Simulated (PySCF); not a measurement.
C4H4O, SMILES C#C/C=C\O, PBE/def2-SVP optimised geometry.

```
9

C      1.68    -0.65     0.00
C      0.45    -0.73     0.00
C     -0.97    -0.73     0.00
C     -1.66     0.45     0.00
O     -1.11     1.68     0.00
H      2.76    -0.62     0.00
H     -1.52    -1.68     0.00
H     -2.76     0.49     0.00
H     -0.13     1.56     0.00
```

Density from PBE/def2-TZVP (PySCF) at that geometry.

Minimum of the electron density along straight lines between bonded atoms, close to the bond critical point (lines longer than 1.1 times the sum of covalent radii, or with two minima, are not listed):

```json
[
 {"bond": "C1–C2", "length / Å": "1.230", "ρ at the minimum / e bohr⁻³": "0.393", "∇²ρ there / e bohr⁻⁵": "-1.05", "position (fraction from the first atom)": "0.49"},
 {"bond": "C2–C3", "length / Å": "1.419", "ρ at the minimum / e bohr⁻³": "0.286", "∇²ρ there / e bohr⁻⁵": "-0.77", "position (fraction from the first atom)": "0.53"},
 {"bond": "C3–C4", "length / Å": "1.366", "ρ at the minimum / e bohr⁻³": "0.327", "∇²ρ there / e bohr⁻⁵": "-0.92", "position (fraction from the first atom)": "0.48"},
 {"bond": "C4–O5", "length / Å": "1.343", "ρ at the minimum / e bohr⁻³": "0.305", "∇²ρ there / e bohr⁻⁵": "-0.57", "position (fraction from the first atom)": "0.35"},
 {"bond": "C1–H6", "length / Å": "1.081", "ρ at the minimum / e bohr⁻³": "0.277", "∇²ρ there / e bohr⁻⁵": "-0.97", "position (fraction from the first atom)": "0.66"},
 {"bond": "C3–H7", "length / Å": "1.100", "ρ at the minimum / e bohr⁻³": "0.270", "∇²ρ there / e bohr⁻⁵": "-0.90", "position (fraction from the first atom)": "0.65"},
 {"bond": "C4–H8", "length / Å": "1.102", "ρ at the minimum / e bohr⁻³": "0.279", "∇²ρ there / e bohr⁻⁵": "-0.98", "position (fraction from the first atom)": "0.66"},
 {"bond": "O5–H9", "length / Å": "0.985", "ρ at the minimum / e bohr⁻³": "0.340", "∇²ρ there / e bohr⁻⁵": "-2.22", "position (fraction from the first atom)": "0.80"}
]
```
